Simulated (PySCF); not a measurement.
First hyperpolarisability: 2-butynal, C4H4O

Molfile (atoms numbered from 1):
```
C4H4O
     RDKit          3D

  9  8  0  0  0  0  0  0  0  0999 V2000
   -1.8180   -0.1306   -0.0846 C   0  0  0  0  0  0  0  0  0  0  0  0
   -0.3826   -0.1080   -0.2501 C   0  0  0  0  0  0  0  0  0  0  0  0
    0.8153   -0.1065   -0.3839 C   0  0  0  0  0  0  0  0  0  0  0  0
    2.2407   -0.0335   -0.5551 C   0  0  0  0  0  0  0  0  0  0  0  0
    2.9801   -0.9838   -0.5167 O   0  0  0  0  0  0  0  0  0  0  0  0
   -2.0902    0.2555    0.9011 H   0  0  0  0  0  0  0  0  0  0  0  0
   -2.2077   -1.1468   -0.1731 H   0  0  0  0  0  0  0  0  0  0  0  0
   -2.3039    0.4963   -0.8359 H   0  0  0  0  0  0  0  0  0  0  0  0
    2.6281    0.9890   -0.7292 H   0  0  0  0  0  0  0  0  0  0  0  0
  1  2  1  0
  2  3  3  0
  3  4  1  0
  4  5  2  0
  1  6  1  0
  1  7  1  0
  1  8  1  0
  4  9  1  0
M  END
```

Method used: PySCF, quadratic response CAM-B3LYP/aug-cc-pVTZ first hyperpolarisability, Taylor convention, gas phase. Geometry: PBE0-D3(BJ)/def2-TZVP.

(1) Give β for the processes computed.

(2) Which lowest excitations, dipole and polarisabilities go with it?

## Answers

(1) In 10⁻³⁰ esu, Taylor convention; the vector part is βᵢ = ⅓ Σⱼ (βᵢⱼⱼ + βⱼᵢⱼ + βⱼⱼᵢ); β∥ is 3/5 of the vector part along the dipole, the dipole points from − to +:
```tsv
process	λ (nm)	β vector norm	β∥	β HRS	depolarisation ratio
static β(0;0,0)	∞	2.17	0.92	0.90	4.89
second harmonic β(−2ω;ω,ω)	1907	2.31	0.99	0.96	4.91
Pockels β(−ω;ω,0)	1907	2.21	0.94	–	–
second harmonic β(−2ω;ω,ω)	1064	2.70	1.19	1.12	4.95
Pockels β(−ω;ω,0)	1064	2.32	1.00	–	–
```

(2) S1 3.95 eV (f = 0.000); S2 4.79 eV (f = 0.000); S3 5.70 eV (f = 0.164); dipole 4.09 D; isotropic α 53.7 au static, 53.9 au at 1907 nm, 54.3 au at 1064 nm, 54.5 au at 953.5 nm, 56.4 au at 532 nm.
